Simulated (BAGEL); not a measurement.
**CO (carbon monoxide): levels of theory compared**

Wanted: a comparison of 4 runs (HF/def2-TZVPP, B3LYP/6-31G*, PBE0/def2-SVP) of CO (carbon monoxide). 

Program for the calculation: BAGEL 1.2.2.

6 further runs of the same task are left out: 6 set aside as unsound or not needed.

## 1. The system as given

The species is CO (2 atoms), meant as a singlet with charge 0. SMILES: `[C-]#[O+]`. The shape is that of a PBE0-D4/def2-TZVP optimisation.

Bond lengths: C1–O2 1.123 Å.

## 2. The energy at HF/def2-TZVPP (density fitting with tzvpp-jkfit) (run 1)

The input, input.json:

```json
{ "bagel": [

{
  "title": "molecule",
  "basis": "tzvpp",
  "df_basis": "tzvpp-jkfit",
  "geometry": [
    { "atom": "C", "xyz": [     0.90687957,    -0.29309652,     0.46714030 ] },
    { "atom": "O", "xyz": [    -0.90687957,     0.29309652,    -0.46714030 ] }
  ]
},

{
  "title": "hf"
},

{
  "title": "print",
  "file": "orbitals.molden",
  "orbitals": true
}

]}
```

The run is started by

```sh
$ BAGEL_NUM_THREADS=1 BAGEL input.json > input.out
```

The log of the run:

```text
* using 1 threads per process

  ===============================================================
  ===============================================================

  *** Geometry ***

  { "atom" : "C", "xyz" : [      0.906880,     -0.293097,      0.467140 ] },
  { "atom" : "O", "xyz" : [     -0.906880,      0.293097,     -0.467140 ] },

  Number of auxiliary basis functions:      152

  Since a DF basis is specified, we compute 2- and 3-index integrals:
    o Being stored without compression. Storage requirement is 0.005 GB

  Number of basis functions:       62
  Number of electrons      :       14

    * METHOD: MOLECULE                             0.04

  *** RHF ***

  === Nuclear Repulsion ===
    22.6117832450

      * DIIS with orbital gradients will be used.

  === RHF iteration (tzvpp) ===
      0       -112.64181794          0.03468515           0.00
      1       -112.67899341          0.03221004           0.00
      2       -112.78530958          0.00176953           0.00
      3       -112.78594277          0.00038615           0.00
      4       -112.78597641          0.00007942           0.00
      5       -112.78597753          0.00001370           0.00
      6       -112.78597757          0.00000183           0.00
      7       -112.78597757          0.00000032           0.00
      8       -112.78597757          0.00000006           0.00
      9       -112.78597757          0.00000003           0.00
     10       -112.78597757          0.00000001           0.00
    * SCF iteration converged.

    * Permanent dipole moment:
           (   -0.080085,     0.025883,    -0.041252) a.u.

    * METHOD: HF                                   0.09

    * METHOD: PRINT                                0.01

  ===============================================================
```

Wall time 0.36 s (1 thread of Intel Xeon Platinum 8259CL at 2.50GHz (Skylake/Cascade Lake), shared host).

## 3. Energy and forces at B3LYP/6-31G(d) (density fitting with qzvpp-jkfit, spherical functions) (run 2)

The input, input.json:

```json
{ "bagel" : [

{
  "title" : "molecule",
  "basis" : "6-31gs.json",
  "df_basis" : "qzvpp-jkfit",
  "angstrom" : true,
  "geometry" : [
    { "atom" : "C", "xyz" : [       0.479900,      -0.155100,       0.247200 ] },
    { "atom" : "O", "xyz" : [      -0.479900,       0.155100,      -0.247200 ] }
  ]
},

{
  "title" : "force",
  "method" : [
    { "title" : "ks", "xc_func" : "b3lyp" }
  ]
}

]}
```

The basis set 6-31G* is read from a file made from the Basis Set Exchange's data (not shown).

The run is started by

```sh
$ BAGEL_NUM_THREADS=1 BAGEL input.json > input.out
```

The log of the run:

```text
* using 1 threads per process

  ===============================================================
  ===============================================================

  *** Geometry ***

  { "atom" : "C", "xyz" : [      0.906880,     -0.293097,      0.467140 ] },
  { "atom" : "O", "xyz" : [     -0.906880,      0.293097,     -0.467140 ] },

  Number of auxiliary basis functions:      152

  Since a DF basis is specified, we compute 2- and 3-index integrals:
    o Being stored without compression. Storage requirement is 0.001 GB

  Number of basis functions:       28
  Number of electrons      :       14

    * METHOD: MOLECULE                             0.03

  The gradients will be computed analytically.

  *** Kohn-Sham DFT ***

    * Removing 1962 points whose weight is below 1.00e-10
    * Grid points: 27850

  === Nuclear Repulsion ===
    22.6117832932

       - DIIS with orbital gradients will be used.

  === KS iteration (b3lyp / 6-31gs.json) ===
      0       -102.73334921          0.21087102           0.04
      1        -97.95414369          0.38529762           0.03
      2       -103.05066929          0.24659093           0.03
      3       -110.63260018          0.21413328           0.03
      4       -112.53739086          0.13234544           0.03
      5       -112.00200857          0.16795394           0.03
      6       -112.36434226          0.14514279           0.03
      7       -112.81839401          0.10835161           0.03
      8       -113.30253424          0.00929310           0.03
      9       -113.30640778          0.00036178           0.03
     10       -113.30641644          0.00008180           0.03
     11       -113.30641687          0.00000625           0.03
     12       -113.30641687          0.00000042           0.03
     13       -113.30641687          0.00000006           0.03
     14       -113.30641687          0.00000002           0.03
     15       -113.30641687          0.00000001           0.03
    * SCF iteration converged.

    * Permanent dipole moment:
           (    0.037655,    -0.012170,     0.019396) a.u.

  * Nuclear energy gradient

    o Atom   0
        x         -0.0310354236
        y          0.0100304417
        z         -0.0159857901
    o Atom   1
        x          0.0310336473
        y         -0.0100278872
        z          0.0159891733
  * Gradient computed with                              0.41

    * METHOD: FORCE                                0.98

  ===============================================================
```

It took 1.3 s on 1 thread of Intel Xeon Platinum 8259CL at 2.50GHz (Skylake/Cascade Lake), shared host.

Run 3 isn't shown in full; the table further down has it.

## 4. A single-point energy at B3LYP/6-31G(d) (density fitting with qzvpp-jkfit, Cartesian functions) (run 4)

The input, job.json:

```json
{ "bagel" : [

{
  "title" : "molecule",
  "basis" : "6-31gs.json",
  "df_basis" : "qzvpp-jkfit",
  "cartesian" : true,
  "geometry" : [
    { "atom" : "C", "xyz" : [  0.90687957, -0.29309652,  0.46714030 ] },
    { "atom" : "O", "xyz" : [ -0.90687957,  0.29309652, -0.46714030 ] }
  ]
},
{
  "title" : "ks",
  "xc_func" : "b3lyp"
},
{
  "title" : "print",
  "file" : "orbitals.molden",
  "orbitals" : true
}

]}
```

The basis set 6-31G* is read from a file made from the Basis Set Exchange's data (not shown).

The run is started by

```sh
$ BAGEL_NUM_THREADS=1 BAGEL job.json > job.out
```

The log of the run:

```text
* using 1 threads per process

  ===============================================================
  ===============================================================

  Cartesian basis functions are used
  *** Geometry ***

  { "atom" : "C", "xyz" : [      0.906880,     -0.293097,      0.467140 ] },
  { "atom" : "O", "xyz" : [     -0.906880,      0.293097,     -0.467140 ] },

  Number of auxiliary basis functions:      182

  Since a DF basis is specified, we compute 2- and 3-index integrals:
    o Being stored without compression. Storage requirement is 0.001 GB

  Number of basis functions:       30
  Number of electrons      :       14

    * METHOD: MOLECULE                             0.03

  *** Kohn-Sham DFT ***

    * Removing 1962 points whose weight is below 1.00e-10
    * Grid points: 27850

  === Nuclear Repulsion ===
    22.6117832450

       - DIIS with orbital gradients will be used.

  === KS iteration (b3lyp / 6-31gs.json) ===
      0       -101.77113924          0.22875475           0.04
      1        -97.82950311          0.32050702           0.04
      2       -102.64041270          0.24598678           0.03
      3       -112.64125548          0.10793197           0.03
      4       -113.26300446          0.03068251           0.03
      5       -113.26435721          0.02876541           0.03
      6       -113.29851084          0.01449001           0.03
      7       -113.30864144          0.00228065           0.03
      8       -113.30894191          0.00008479           0.03
      9       -113.30894239          0.00000303           0.03
     10       -113.30894239          0.00000107           0.03
     11       -113.30894239          0.00000009           0.03
     12       -113.30894239          0.00000001           0.03
    * SCF iteration converged.

    * Permanent dipole moment:
           (    0.036398,    -0.011764,     0.018748) a.u.

    * METHOD: KS                                   0.51

    * METHOD: PRINT                                0.00

  ===============================================================
```

Run time: 0.82 s. Hardware: 1 thread of Intel Xeon Platinum 8259CL at 2.50GHz (Skylake/Cascade Lake), shared host.

## 5. Overview of the runs

| run | level | integral approximation | task | energy (Eh) | dipole moment (D) | HOMO energy (eV) | LUMO energy (eV) | wall time |
| --- | --- | --- | --- | --- | --- | --- | --- | --- |
| 1 | HF/def2-TZVPP (density fitting with tzvpp-jkfit) | tzvpp-jkfit | energy | -112.785978 | 0.24 | -15.07 | 3.55 | 0.36 s |
| 2 | B3LYP/6-31G* (density fitting with qzvpp-jkfit, spherical functions) | qzvpp-jkfit | gradient | -113.306417 | 0.11 | – | – | 1.3 s |
| 3 | PBE0/def2-SVP (density fitting with qzvpp-jkfit) | qzvpp-jkfit | energy | -113.096007 | 0.22 | -10.54 | -0.44 | 0.72 s |
| 4 | B3LYP/6-31G* (density fitting with qzvpp-jkfit, Cartesian functions) | qzvpp-jkfit | energy | -113.308942 | 0.11 | -10.07 | -0.43 | 0.82 s |

## 6. Results

```
            quantity          value
 run 4: total energy  -113.30894 Eh
run 4: dipole moment         0.11 D
  run 4: HOMO energy      -10.07 eV
  run 4: LUMO energy       -0.43 eV
run 4: HOMO–LUMO gap        9.63 eV
```

In words: The dipole moment (its size) runs from 0.11 D (B3LYP/6-31G*) to 0.24 D (HF/def2-TZVPP). The two ends differ in method and basis. The two dipoles point in opposite directions. Over runs 1, 3, 4 the HOMO–LUMO gap runs from 9.63 eV (B3LYP/6-31G*) to 18.62 eV (HF/def2-TZVPP). Totals of different functionals can't be ranked against each other. All runs together took 3.2 s, the longest 1.3 s.
